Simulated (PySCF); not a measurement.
## Highest orbital energy against ionisation energy along group 15

Calculated with PySCF 2.14, no spin-orbit coupling. Each cell gives −ε(HOMO) / ΔSCF in eV; NIST values include spin-orbit coupling, (s) semi-empirical, (t) theoretical.

| species | UHF | LDA | PBE | PBE0 | r2SCAN | NIST (lowest levels) |
| --- | --- | --- | --- | --- | --- | --- |
| N (aug-cc-pwCVDZ, non-relativistic) | 15.526 / 13.921 | 8.389 / 15.014 | 8.297 / 14.741 | 10.214 / 14.718 | 8.908 / 14.840 | 14.534 |
| P (aug-cc-pwCVDZ, non-relativistic) | 10.677 / 9.936 | 6.312 / 10.603 | 6.307 / 10.506 | 7.547 / 10.547 | 6.722 / 10.652 | 10.487 |
| As (aug-cc-pwCVDZ-PP with ECP10MDF, ECP) | 10.049 / 9.425 | 5.946 / 9.994 | 5.908 / 9.852 | 7.087 / 9.921 | 6.315 / 10.082 | 9.789 |
| Sb (aug-cc-pwCVDZ-PP with ECP28MDF, ECP) | 9.103 / 8.593 | 5.528 / 9.132 | 5.467 / 8.970 | 6.526 / 9.047 | 5.844 / 9.181 | 8.608 |
| Bi (aug-cc-pwCVDZ-PP with ECP60MDF, ECP) | 8.688 / 8.226 | 5.290 / 8.766 | 5.198 / 8.575 | 6.210 / 8.649 | 5.571 / 8.776 | 7.286 |

Q: How far is −ε(HOMO) from ΔSCF on average for each method, and why?

A: UHF 0.79 eV; LDA -4.41 eV; PBE -4.29 eV; PBE0 -3.06 eV; r2SCAN -4.03 eV. Hartree-Fock orbital energies lack relaxation and so exceed the ΔSCF value; semilocal functionals have convex E(N) from self-interaction, so their HOMO lies far too high; exact exchange moves hybrids part of the way back.
